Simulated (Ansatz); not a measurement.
Reaction: C4H5N (SMILES C=CCC#N) → C3H5 (SMILES C=C[CH2], doublet) + CN (SMILES [C]#N, doublet) (the C-C bond breaks)
Each species at its own B3LYP-D3(BJ)/def2-TZVP minimum (Ansatz, a program for electronic structure), one conformer.

Total energies in hartree (Ansatz). Radicals and triplets start from unrestricted determinants; spin-orbit coupling is neglected. Cores are frozen in correlated methods. No relativity. The UHF reference of C3H5 ([CH2]C=C, doublet) is spin-contaminated (<S^2> up to 0.20 over the pure value in the sets run). The UHF reference of CN ([C]#N, doublet) is spin-contaminated (<S^2> up to 0.37 over the pure value in the sets run).

```csv
species,HF/cc-pVTZ,CCSD(T)/cc-pVTZ,HF/cc-pVQZ,CCSD(T)/cc-pVQZ,CCSD(T)/cc-pVDZ,CCSDT(Q)/cc-pVDZ
1: C4H5N (SMILES C=CCC#N),-208.87516,-209.77158,-208.88880,-209.83144,-209.56690,-209.57010
"2: C3H5 (SMILES [CH2]C=C, doublet)",-116.51146,-117.03223,-116.51898,-117.06590,-116.91163,-116.91406
"3: CN (SMILES [C]#N, doublet)",-92.23520,-92.56541,-92.24165,-92.58980,-92.48814,-92.49250
```

Task: Work out the bond dissociation energy (electronic) in kcal/mol: take Hartree-Fock from cc-pVQZ, extrapolate the CCSD(T) correlation energy as X^-3 (X = 3, 4), and add CCSDT(Q) - CCSD(T) in cc-pVDZ. 1 hartree = 627.51 kcal/mol.

Result: 
Species 1: correlation (64·(-0.94264) - 27·(-0.89642))/37 = -0.97637; step -0.00320; E1 = -208.88880 + (-0.97637) + (-0.00320) = -209.86837
Species 2: correlation (64·(-0.54692) - 27·(-0.52077))/37 = -0.56600; step -0.00243; E2 = -116.51898 + (-0.56600) + (-0.00243) = -117.08741
Species 3: correlation (64·(-0.34815) - 27·(-0.33021))/37 = -0.36124; step -0.00436; E3 = -92.24165 + (-0.36124) + (-0.00436) = -92.60725
-1·E1 +1·E2 +1·E3 = 0.17371 hartree = 109.0 kcal/mol.
